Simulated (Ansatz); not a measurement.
Ideal-gas functions of `BC` at 400 K and 1 bar, from an Ansatz frequency run at PBE0-D4/def2-TZVP.

Molar mass 27.86 g/mol, point group Cs (symmetry number 1), electronic degeneracy 1, moments of inertia 5.26, 23.145, 25.385 u Å². Harmonic wavenumbers (cm⁻¹, unscaled): 172, 542, 680, 984, 1059, 1080, 1240, 1317, 1417, 1467, 2569, 2643, 2987, 3093, 3145.

Use S(trans) = R[1.5 ln M + 2.5 ln T − 1.1517]; rotational temperatures θ = 24.2544 K / I; S(rot) = R[ln(√π/σ · √(T³/θAθBθC)) + 1.5]; for each mode x = 1.438777 ν̃/T, S = R[x/(eˣ − 1) − ln(1 − e⁻ˣ)] and H = RT x/(eˣ − 1); 1 cm⁻¹ = 0.0119627 kJ/mol; R = 8.31446 J/(mol·K).

By hand: the entropy, in J/(mol·K).

Translation 156.5. Rotation: θ = 4.6111, 1.0479, 0.9555 K, giving 85.6. Vibration, mode by mode: 12.44, 3.97, 2.68, 1.12, 0.90, 0.85, 0.53, 0.42, 0.31, 0.27, 0.01, 0.01, 0.00, 0.00, 0.00, in all 23.5. Electronic 0.0. Sum 265.6 J/(mol·K).

By hand: H − E and G − E in kJ/mol, counted from the electronic energy.

Zero-point energy ½ × 24395 × 0.0119627 = 145.9; thermal vibration 5.7; translation, rotation and pV give 4 RT = 13.3. H − E = 164.9 kJ/mol, and G − E = 164.9 − 400 × 265.6/1000 = 58.7 kJ/mol.

Vibration gives 9 % of the entropy.
